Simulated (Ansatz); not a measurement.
A CCSD(T) single point on C5H9N (`CCCCC#N`).

```yaml
crystal:
  periodic: [false, false, false]
  atoms:
    - {symbol: C, position_ang: [-1.124967, 1.203051, -1.342418]}
    - {symbol: C, position_ang: [-0.762750, 0.355042, -0.136347]}
    - {symbol: C, position_ang: [0.541356, -0.399801, -0.328199]}
    - {symbol: C, position_ang: [0.929524, -1.258292, 0.876432]}
    - {symbol: C, position_ang: [1.161560, -0.465309, 2.073935]}
    - {symbol: N, position_ang: [1.343474, 0.180511, 3.007572]}
    - {symbol: H, position_ang: [-2.066059, 1.734045, -1.186396]}
    - {symbol: H, position_ang: [-0.352370, 1.949969, -1.543954]}
    - {symbol: H, position_ang: [-1.234259, 0.589431, -2.241096]}
    - {symbol: H, position_ang: [-0.684908, 0.989413, 0.752769]}
    - {symbol: H, position_ang: [-1.566791, -0.361504, 0.068323]}
    - {symbol: H, position_ang: [0.464953, -1.059941, -1.198079]}
    - {symbol: H, position_ang: [1.350888, 0.305719, -0.540073]}
    - {symbol: H, position_ang: [0.140143, -1.983440, 1.098487]}
    - {symbol: H, position_ang: [1.838406, -1.829693, 0.668443]}
basis:
  gaussian: {orbitals: def2-TZVPP}
correlation: {method: ccsd_t}
output: {orbitals: {seedname: orbitals}}
```

```sh
$ ansatz run in.yaml --threads 2 --pin off --events-out ev --progress --plain --max-ram 22528MiB --backend cuda --devices 0, --max-vram 18GiB
```

Output of Ansatz, abridged:

```
Functional definition: HF
1830 factors; integrals over basis functions are off by at most 9.6e-4 eV
mean field evaluation 1: about -6773.7122 eV, gradient 4.3e1 eV
mean field evaluation 2: about -6774.0367 eV, gradient 4.3e1 eV
mean field evaluation 4: about -6778.8875 eV, gradient 7.3e0 eV
mean field evaluation 8: about -6779.0388 eV, gradient 4.0e-1 eV
mean field -6779.03952424 eV, -249.1251075178 hartree, gradient 2.6e-6 eV, S^2 0.000000; 0 other end points of the search recorded, 0 dependent functions left out
6 core orbitals not correlated: weight in the atoms' cores, before any rotation towards them, 1.000 or more for the frozen orbitals, at most 0.000 for the correlated occupied ones
reference -6779.03952424 eV, -249.1251075178 hartree; 17, 17 occupied and 289, 289 virtual orbitals, 1830 factors
second order -28.14664459 eV of doubles, -0.00000000 eV of singles
cycle   1  -28.48240677 eV  change   -3.4e-1 eV  update   1.2e-1
cycle   2  -29.22060939 eV  change   -7.4e-1 eV  update   3.4e-2
cycle   3  -29.37127419 eV  change   -1.5e-1 eV  update   1.5e-2
cycle   4  -29.36923353 eV  change    2.0e-3 eV  update   3.7e-3
cycle   5  -29.37187859 eV  change   -2.6e-3 eV  update   1.5e-3
cycle   6  -29.37231685 eV  change   -4.4e-4 eV  update   3.7e-4
cycle   7  -29.37240077 eV  change   -8.4e-5 eV  update   1.1e-4
cycle   8  -29.37245081 eV  change   -5.0e-5 eV  update   2.9e-5
cycle   9  -29.37245816 eV  change   -7.3e-6 eV  update   9.8e-6
perturbative correction -1.28523410 eV, -0.0472314822 hartree
Total energy: -6809.69721651 eV, -250.2517569280 hartree
```

Run time 4.6 s (2 threads of an AMD EPYC 7R13 on a shared host and a share of an NVIDIA H100 80 GB); peak host memory 1.4 GiB.

The correlation energy is -30.658 eV, 4.2 % of it from (T); the T1 diagnostic reads 0.0106.
